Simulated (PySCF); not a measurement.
Compound: C3H4F2O.
InChI=1S/C3H4F2O/c1-6-3(5)2-4/h2H,1H3/b3-2-

The calculation used MP2 and CCSD/aug-cc-pVDZ in PySCF, restricted Hartree–Fock reference, frozen core, non-relativistic, gas phase, PBE0-D3(BJ)/def2-SVP geometry.

E(HF) = -389.66219 Eh.

(1) How large is the problem?

(2) What are the MP2 and CCSD correlation energies?

(3) What is the T1 diagnostic?

(4) How does correlation change the dipole moment?

## Answers

(1) 174 basis functions and 48 electrons; 6 orbitals frozen, which leaves o = 18 correlated occupied and v = 150 virtual orbitals. That is o·v = 2700 singles and o·v(o·v + 1)/2 = 3646350 distinct closed-shell doubles amplitudes before symmetry; the costliest CCSD step grows as o²v⁴ = 1.6 × 10^11.

(2) MP2 -1.0114 Eh and CCSD -1.0463 Eh, which gives totals of -390.67363 and -390.70850 Eh. That is 0.791 eV for each correlated electron at CCSD (2747 kJ/mol in all, 0.268 % of the total energy); MP2 gives 96.7 % of the CCSD value.

(3) 0.0135, below the customary warning level of 0.02. It is the norm of the spatial-orbital singles amplitudes over the root of the number of correlated electrons, so the norm is 0.081.

(4) HF gives 1.82 D and CCSD (unrelaxed density) 1.65 D, a change of -0.17 D.

No triples correction and no basis-set extrapolation were made.

Conformer computed: `[CH3:1][O:2]/[C:3]([F:4])=[CH:5]\[F:6]`: C1–O2–C3–F4 -57°.

One conformer stands for the species.
